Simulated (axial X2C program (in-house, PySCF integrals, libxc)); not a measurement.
Ionising MgSi

Computed with an in-house all-electron X2C program for linear molecules (integrals from PySCF), spin-free (one-electron X2C) or two-component (2c: spin–orbit coupling with atomic mean-field Coulomb and Gaunt terms, which also bring small scalar terms), in Dyall basis sets with cores contracted in-house; open shells are unrestricted.

Basis sets: Mg dyall-cv3z, Si dyall-v3z. Frozen shells (counts by l): MgSi Si 2s1p, Mg 2s1p, 6 electrons correlated; MgSi⁺ Si 2s1p, Mg 2s1p, 5 electrons correlated. Coupled cluster in natural virtuals with an MP2 remainder. Where the outer core of a metal is frozen, bonds come out longer and ionisation energies lower.

```
Hamiltonian    level      MgSi state  Re (Å)  ωe (cm⁻¹)  De (eV)
  spin-free       HF  M_S = 1, Λ = 0   2.594      302.8     0.72
  spin-free     PBE0  M_S = 1, Λ = 0   2.544      312.9     1.15
  spin-free     CCSD  M_S = 1, Λ = 0   2.570      302.0     0.78
  spin-free  CCSD(T)  M_S = 1, Λ = 0   2.566      306.1     0.90
         2c       HF           Ω = 1   2.594      302.7     0.72
         2c     PBE0           Ω = 1   2.545      312.7     1.15
         2c     CCSD           Ω = 1   2.570      301.8     0.78
         2c  CCSD(T)           Ω = 1   2.566      305.9     0.90
```

Adiabatic ionisation energy (minimum to minimum, no zero-point term) and constants of MgSi⁺:

```json
{"Hamiltonian": "spin-free", "level": "HF", "MgSi⁺ state": "M_S = 1/2, Λ = 1", "IE (eV)": "6.75", "Re (Å)": "2.750", "ωe (cm⁻¹)": "263.7", "De (eV)": "0.59", "fragments": "Si + Mg+"}
{"Hamiltonian": "spin-free", "level": "PBE0", "MgSi⁺ state": "M_S = 1/2, Λ = 1", "IE (eV)": "6.95", "Re (Å)": "2.699", "ωe (cm⁻¹)": "279.3", "De (eV)": "1.75", "fragments": "Si + Mg+"}
{"Hamiltonian": "spin-free", "level": "CCSD", "MgSi⁺ state": "M_S = 1/2, Λ = 1", "IE (eV)": "6.68", "Re (Å)": "2.717", "ωe (cm⁻¹)": "278.0", "De (eV)": "1.64", "fragments": "Si + Mg+"}
{"Hamiltonian": "spin-free", "level": "CCSD(T)", "MgSi⁺ state": "M_S = 1/2, Λ = 1", "IE (eV)": "6.72", "Re (Å)": "2.716", "ωe (cm⁻¹)": "277.7", "De (eV)": "1.72", "fragments": "Si + Mg+"}
{"Hamiltonian": "2c", "level": "HF", "MgSi⁺ state": "Ω = 1/2", "IE (eV)": "6.74", "Re (Å)": "2.750", "ωe (cm⁻¹)": "263.4", "De (eV)": "0.59", "fragments": "Si + Mg+"}
{"Hamiltonian": "2c", "level": "PBE0", "MgSi⁺ state": "Ω = 1/2", "IE (eV)": "6.94", "Re (Å)": "2.699", "ωe (cm⁻¹)": "279.1", "De (eV)": "1.76", "fragments": "Si + Mg+"}
{"Hamiltonian": "2c", "level": "CCSD", "MgSi⁺ state": "Ω = 1/2", "IE (eV)": "6.67", "Re (Å)": "2.718", "ωe (cm⁻¹)": "277.8", "De (eV)": "1.65", "fragments": "Si + Mg+"}
{"Hamiltonian": "2c", "level": "CCSD(T)", "MgSi⁺ state": "Ω = 1/2", "IE (eV)": "6.71", "Re (Å)": "2.717", "ωe (cm⁻¹)": "277.5", "De (eV)": "1.73", "fragments": "Si + Mg+"}
```

**Question.** Add the zero-point terms to the ionisation energy at CCSD(T), 2c, and say whether the electron removed was bonding.

**Answer.** IE0 = IE + (ωe⁺ − ωe)/2 = 6.71 + (-0.002) = 6.71 eV. Re changes by 0.151 Å, but the two determinants differ by more than one electron in one block, so no single orbital tells the change.

**Question.** Close the cycle De(MgSi⁺) + IE(MgSi) = De(MgSi) + IE(Mg) to find the atomic ionisation energy at CCSD(T), 2c.

**Answer.** IE(Mg) = 1.73 + 6.71 − 0.90 = 7.54 eV, for the determinants used.

Each entry is the lowest single determinant of a limited PBE0 search at one distance. De goes to single-determinant-based atoms at the same level (for ions the charge split of lowest energy) and is withheld (n/a) where an atom does not fit its ground term or J level. Main or longest-lived isotopes. One determinant is a doubtful description, or other states lie close, for MgSi, MgSi⁺; these need not be ground states, and all values refer to the states named. Some open-shell Ω = 0 determinants are out of reach, so the Ω given for MgSi need not be the lowest component. With several unpaired electrons the Ω given is that of one determinant, not necessarily of the lowest component. Some light 2c atoms are not at their ground J level, so De misses part of their lowering (0.04 eV or less). The functionals have no current term, which raises determinants with orbital currents.
